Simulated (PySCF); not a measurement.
# SiH4S (sulfanylsilane): levels of theory compared

Wanted: a comparison of 6 runs (B2PLYP/STO-3G, B3LYP/STO-3G, MP2/STO-3G, NEVPT2(2,2)/STO-3G, QCISD(T)/STO-3G, UCCSD(T)/STO-3G) of SiH4S (sulfanylsilane). Input form: a Python script.

The results are computed with PySCF 2.14.0.

5 further runs of the same task are left out: 5 set aside as unsound or not needed.

## 1. The structure to begin with

SiH4S has 6 atoms, charge 0, and is taken as a singlet. SMILES: `[SiH3]S`. The S2–H6 distance was set to 3.762 Å, away from the relaxed value. At this shape a bond of the SMILES string is far longer than usual.

Bond lengths: Si1–S2 2.137 Å, Si1–H3 1.485 Å, Si1–H4 1.482 Å, Si1–H5 1.485 Å. Angles: S2–Si1–H3 111.6°, S2–Si1–H4 104.8°, S2–Si1–H5 111.6°, H3–Si1–H4 110.0°, H3–Si1–H5 108.8°, H4–Si1–H5 110.0°.

## 2. A single-point energy at B2PLYP/STO-3G (run 1)

Input file calc.py:

```python
from pyscf import gto, dft, mp

mol = gto.Mole()
mol.atom = '''
Si     0.975788    -4.837769    -1.434495
S      3.011212    -4.363825     2.021436
H     -1.783212    -4.480422    -1.067132
H      1.501888    -7.473748    -2.221566
H      1.863204    -3.052734    -3.409448
H      0.994185     2.387291     2.971216
'''
mol.unit = 'bohr'
mol.charge = 0
mol.max_memory = 1860
mol.verbose = 3
mol.basis = 'sto-3g'
mol.build()

ks = dft.RKS(mol)
ks.xc = '0.53*HF + 0.47*B88, 0.73*LYP'
ks.conv_tol = 1e-10
ks.grids.level = 5
ks.kernel()
if not ks.converged:
    ks = ks.newton().run(ks.mo_coeff, ks.mo_occ)

pt = mp.MP2(ks, frozen=10).run()
etot = ks.e_tot + 0.27 * pt.e_corr
print('PT2 part  %.8f' % (0.27 * pt.e_corr))
print('E = %.10f Eh' % etot)
```

Command:

```sh
$ OMP_NUM_THREADS=1 python calc.py
```

The program printed:

```text
SCF not converged.
SCF energy = -681.650962652375
converged SCF energy = -681.660064661634
E(RMP2) = -682.130051896952  E_corr = -0.469987235317497
E(SCS-RMP2) = -682.214699506414  E_corr = -0.554634844779242
PT2 part  -0.12689655
E = -681.7869612152 Eh
```

It took 19 s on 1 thread of Arm Neoverse V2, shared host; peak memory 0.25 GiB.

## 3. The energy at B3LYP/STO-3G (run 2)

Input file run.py:

```python
from pyscf import gto, dft

molecule = gto.M(
    atom='''
Si       0.516365      -2.560037      -0.759102
S        1.593465      -2.309237       1.069698
H       -0.943635      -2.370937      -0.564702
H        0.794765      -3.954937      -1.175602
H        0.985965      -1.615437      -1.804202
H        0.526100       1.263300       1.572300
''',
    max_memory=1860,
    basis='sto-3g',
    verbose=3,
)

mf = dft.RKS(molecule, xc='b3lyp')
mf.conv_tol = 1e-10
mf.grids.level = 5
mf.kernel()
if not mf.converged:
    mf = mf.newton().run(mf.mo_coeff, mf.mo_occ)

e_final = mf.e_tot
print(f'total energy: {e_final:.8f} hartree')
```

Command:

```sh
$ OMP_NUM_THREADS=1 python run.py
```

The program printed:

```text
SCF not converged.
SCF energy = -681.94924306615
converged SCF energy = -682.058116649875
total energy: -682.05811665 hartree
```

It took 17 s on 1 thread of Arm Neoverse V2, shared host; peak memory 0.25 GiB.

Runs 3 to 5 aren't shown in full; the table further down has their settings and results.

## 4. A single-point energy at UCCSD(T)/STO-3G (run 6)

Input file calc.py:

```python
from pyscf import gto, cc

molecule = gto.M(
    atom='''
Si     0.516365    -2.560037    -0.759102
S      1.593465    -2.309237     1.069698
H     -0.943635    -2.370937    -0.564702
H      0.794765    -3.954937    -1.175602
H      0.985965    -1.615437    -1.804202
H      0.526100     1.263300     1.572300
''',
    basis='sto-3g',
    verbose=4,
    max_memory=1860,
)

myscf = molecule.UHF()
myscf.conv_tol = 1e-10
myscf.kernel()
if not myscf.converged:
    myscf = myscf.newton().run(myscf.mo_coeff, myscf.mo_occ)
for _ in range(3):
    mo, _, stable, _ = myscf.stability(return_status=True)
    if stable:
        break
    myscf.kernel(myscf.make_rdm1(mo, myscf.mo_occ))

mycc = cc.CCSD(myscf, frozen=10)
mycc.kernel()
e_t = mycc.ccsd_t()
e_final = mycc.e_tot + e_t
print('Final energy', e_final)
```

Command:

```sh
$ OMP_NUM_THREADS=1 python calc.py
```

The program printed:

```text
PySCF version 2.14.0

[... 43 lines left out ...]
[... the frontier-level lines of each cycle are left out ...]
[... 158 lines left out ...]
converged SCF energy = -680.71562430505  <S^2> = 0.99788509  2S+1 = 2.2341755
[... 213 lines left out ...]
converged SCF energy = -680.977976413916  <S^2> = 1.0036967  2S+1 = 2.239372
[... 38 lines left out ...]
UCCSD converged
[... 2 lines left out ...]
Final energy -681.0513486735192
```

Wall time 0.94 s (1 thread of Arm Neoverse V2, shared host); peak memory 0.12 GiB.

## 5. The series

```tsv
run	level	frozen core orbitals	integration grid	energy (Eh)	dipole moment (D) of the reference	HOMO energy (eV)	LUMO energy (eV)	wall time
1	B2PLYP/STO-3G	10	5	-681.786961	1.21	-3.54	-1.23	19 s
2	B3LYP/STO-3G	–	5	-682.058117	1.10	-3.23	-2.31	17 s
3	MP2/STO-3G	10	–	-681.008005	1.53	-3.79	0.39	0.82 s
4	NEVPT2(2,2)/STO-3G	–	–	-681.031142	1.53	-3.79	0.39	0.76 s
5	QCISD(T)/STO-3G	10	–	-681.052461	1.53	-3.79	0.39	0.88 s
6	UCCSD(T)/STO-3G	10	–	-681.051349	0.82	-6.25	5.95	0.94 s
```

## 6. Summary of results

| quantity | value |
| --- | --- |
| run 6: total energy | -681.05135 Eh |
| run 6: dipole moment (Hartree–Fock density) | 0.82 D |
| run 6: HOMO energy (Hartree–Fock orbitals) | -6.25 eV |
| run 6: LUMO energy (Hartree–Fock orbitals) | 5.95 eV |
| run 6: HOMO–LUMO gap (Hartree–Fock orbitals) | 12.20 eV |
| run 6: correlation energy (10 core orbitals frozen) | -73.4 mEh |
| run 6: (T) correction | -0.65 mEh |
| run 6: ⟨S²⟩ of the reference determinant | 1.004 |
| run 6: T1 diagnostic | 0.006 |

Totals of different functionals can't be ranked against each other. In runs 1, 2, 3, 4, 5, 6 the basis is minimal, so the values are rough. In runs 1, 2, 3, 5 a closed-shell determinant meets a far-stretched bond, which it describes badly. Spin contamination of the reference: run 6 ⟨S²⟩ = 1.00. Where it is this large, the reference is a mixture of spin states, and values that rest on it are in doubt. All runs together took 39 s, the longest 19 s.
